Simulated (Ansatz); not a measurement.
A made-up structure of CH6AlO (charge +1), closed shell:

| atom | x (Å) | y (Å) | z (Å) |
| --- | --- | --- | --- |
| C1 | -0.6898 | 0.7766 | -0.5757 |
| Al2 | 0.8009 | 0.0134 | -0.4209 |
| O3 | 0.2875 | -0.9486 | 0.9819 |
| H4 | -1.5819 | 0.0418 | -0.8102 |
| H5 | -0.4142 | 1.3370 | -1.3832 |
| H6 | -0.9907 | 1.4326 | 0.3571 |
| H7 | 2.2963 | -0.1853 | -0.9366 |
| H8 | 0.8795 | -1.4214 | 1.2462 |
| H9 | -0.5876 | -1.0460 | 1.5415 |

It is relaxed with PBE-D4/def2-SVP and then PBE0-D4/def2-TZVP (Ansatz 0.2.0). Atoms count as bonded within 1.22 times the sum of their covalent radii (H–H: 0.88 Å). The end point is not checked to be a true minimum.

Task: Does its bonding change? (Judge from chemistry; the calculation decides.)

Result: By the calculation: No: no bond forms or breaks.

Where it ends: The first stage lowers the energy by 3.13 eV in 8 steps. It ends as CH₆AlO ([CH3][AlH][OH2]), total charge +1:
```xyz
9
angstrom
C -0.8245 0.9636 -0.7299
Al 0.7683 -0.0223 -0.3609
O 0.4730 -1.1497 1.1283
H -1.6645 0.3012 -0.9612
H -0.6753 1.6213 -1.5900
H -1.1170 1.5896 0.1189
H 2.2491 -0.3334 -0.7373
H 1.1407 -1.7450 1.4995
H -0.3498 -1.2253 1.6328
```

Labels in which every atom is bracketed show which atoms are joined, not bond orders.

For scale, one of the runs: PBE0-D4/def2-TZVP relaxation, 135 basis functions, launched by `ansatz run in.yaml --threads 2 --pin off --events-out ev --progress --plain --max-ram 4352MiB`. Hardware: 2 CPU threads of an Arm Neoverse V2, shared host. Wall time about 17 s.
